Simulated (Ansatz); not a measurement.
Relaxed structures of SiH3O2 (charge -1), singlet (PBE0-D4/def2-TZVPD; forces vanish, vibrations not checked; lower isomers may exist, and structures with a doubtful reference or unclear bonds are left out; Å). Program: Ansatz 0.2.0. Basis: def2-TZVPPD. Cores are frozen in the correlated methods.

(1) Rank them by CCSD(T) energy, lowest first, and give each one's height above the lowest. Links in brackets join atoms within 1.22 times the sum of their covalent radii (1.1 for two metals). (Judge from chemistry; the value comes from the calculation.)
A.
SiH₃O₂ ([O][SiH2][OH]), total charge -1
```
6
angstrom
O -1.9242 -0.2117 0.0961
Si -0.4177 0.0317 -0.1874
O 0.6244 -0.3468 1.1048
H 0.1931 -0.7604 -1.3479
H -0.0143 1.4696 -0.5288
H 1.5387 -0.1824 0.8633
```
B.
SiH₃O₂ ([O][OH][SiH2]), total charge -1
```
6
angstrom
O 0.3822 -0.2691 2.3365
Si -0.5924 -0.0803 -0.2190
O 0.6814 -0.7256 0.9700
H 0.3343 -0.5276 -1.3885
H -0.0129 1.3497 -0.2401
H 1.5222 -0.2993 0.7801
```
C.
SiH₃O₂ ([OH][SiH][OH]), total charge -1
```
6
angstrom
O -1.8770 0.0727 0.0978
Si -0.2363 0.2548 -0.4426
O 0.6425 -0.6646 0.7629
H -0.2268 -0.9172 -1.4762
H -2.0865 -0.8545 0.2414
H 1.0257 -0.0382 1.3771
```

No T1 diagnostic of these runs exceeds 0.020.

## Answers

(1) By the calculation: A (0.000 eV), C (1.018 eV), B (6.445 eV). Heights count from the lowest.

For scale, one of the runs: CCSD(T)/def2-TZVPPD, 179 basis functions, launched by `ansatz run in.yaml --threads 2 --pin off --events-out ev --progress --plain --max-ram 4352MiB`. The run took 34 s on 2 CPU threads of an Arm Neoverse V2 (shared host), with 1.7 GiB of host memory at its peak.
